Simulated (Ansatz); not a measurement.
# AlSiH₅S: small, medium and large basis sets

Aim: see how fast density functionals converge with the basis set for AlSiH₅S.

Method: one geometry, several basis sets; program: Ansatz 0.2.0, Gaussian basis.

Plan: PBE0-D4/def2-SVP; ωB97M-V/def2-SVP; PBE0-D4/def2-QZVPP; ωB97M-V/def2-QZVPP; the functionals' def2-TZVPP values are taken from earlier runs.

## (1) The geometry

All runs share one geometry, relaxed beforehand with PBE0-D4 in a triple-zeta def2 set.

8 atoms, charge 0, spin multiplicity 1.

Atoms are counted from 1 here; the program's logs count them from 0.

Bond lengths: Al1–Si2 2.458 Å, Al1–H4 1.586 Å, Al1–H5 1.588 Å, Si2–S3 2.149 Å, Si2–H6 1.493 Å, Si2–H7 1.493 Å, S3–H8 1.344 Å. Angles: Si2–Al1–H4 120.7°, Si2–Al1–H5 119.4°, H4–Al1–H5 120.0°, Al1–Si2–S3 107.2°, Al1–Si2–H6 111.7°, Al1–Si2–H7 111.7°, S3–Si2–H6 110.2°, S3–Si2–H7 110.1°, H6–Si2–H7 106.0°, Si2–S3–H8 96.4°.

## (2) PBE0-D4 in def2-SVP

The input, in.yaml:

```yaml
crystal:
  periodic: [false, false, false]
  atoms:
    - {symbol: Al, position_ang: [-1.211763, 0.916696, -0.996163]}
    - {symbol: Si, position_ang: [0.643546, 0.023785, 0.345493]}
    - {symbol: S, position_ang: [0.204985, -2.042578, 0.740512]}
    - {symbol: H, position_ang: [-2.432425, -0.009854, -1.406386]}
    - {symbol: H, position_ang: [-1.181107, 2.437318, -1.453171]}
    - {symbol: H, position_ang: [0.805256, 0.769651, 1.628322]}
    - {symbol: H, position_ang: [1.948537, 0.144992, -0.368918]}
    - {symbol: H, position_ang: [1.315171, -2.297109, 1.454613]}
basis:
  gaussian: {orbitals: def2-SVP}
hamiltonian: {xc: pbe0, dispersion: d4}
output: {orbitals: {seedname: orbitals}}
```

On the command line:

```
> ansatz run in.yaml --threads 2 --pin off --events-out ev --progress --plain --max-ram 4352MiB
```

Further steps of the session: ωB97M-V in def2-SVP; PBE0-D4 in def2-QZVPP; ωB97M-V in def2-QZVPP.

**Question.** What will the summary of the whole plan be? Wanted: PBE0-D4: double and triple zeta above quadruple; ωB97M-V: double and triple zeta above quadruple.

As calculated:

| quantity | value |
| --- | --- |
| PBE0-D4: double and triple zeta above quadruple | 9.73, 0.80 eV |
| ωB97M-V: double and triple zeta above quadruple | 9.72, 0.77 eV |

What this shows: PBE0-D4 gains 8.93 eV from double to triple zeta, then 0.80 eV more. These are total energies; as a rule much of such shifts cancels in differences, which this series doesn't test.
